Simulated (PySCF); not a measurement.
P2H4.
Bonds: P1–P2. Hydrogens: H3, H4 on P1; H5, H6 on P2.

Level: wB97X-D/pcSseg-2 in PySCF, non-relativistic, on one gas-phase PBE0-D3(BJ)/def2-TZVP geometry that isn't relaxed in the solvent. The solvent is an IEF-PCM continuum (cavity from Bondi-type radii × 1.2). The model holds no explicit solvent molecules, cavitation or dispersion.

Gas phase at wB97X-D/pcSseg-2: HOMO -8.72 eV, LUMO 1.40 eV, dipole 0.02 D.

Task: What does the continuum do to the energy, the frontier levels and the dipole at wB97X-D/pcSseg-2 in chloroform?

Result: 
```tsv
solvent	ε	E(solvent) − E(gas) (kcal/mol)	polarisation term (kcal/mol)	distortion of the solute (kcal/mol)	HOMO (eV)	LUMO (eV)	dipole (D)
chloroform	4.711	-1.55	-1.70	0.15	-8.63	1.51	0.03
```

The polarisation term is half the interaction of the solute with the surface charges that it induces; the rest is the cost of distorting the solute's density. The sum is the electrostatic part of solvation alone. Charge and dipole vanish, so a point-dipole model would give no lowering at all.

Time: 4.6 s; peak memory 0.58 GiB. Hardware: Intel Xeon 6975P-C, one thread, no GPU (shared host). This is the whole shielding run at wB97X-D/pcSseg-2 in chloroform, SCF included.

The values belong to the conformer `[PH2:1][PH2:2]`: H–P1–P2–H 178°, H–P1–P2–H 86°.

wB97X-D is run here without its empirical dispersion term; that term would change no orbital, density or response property at a fixed geometry.
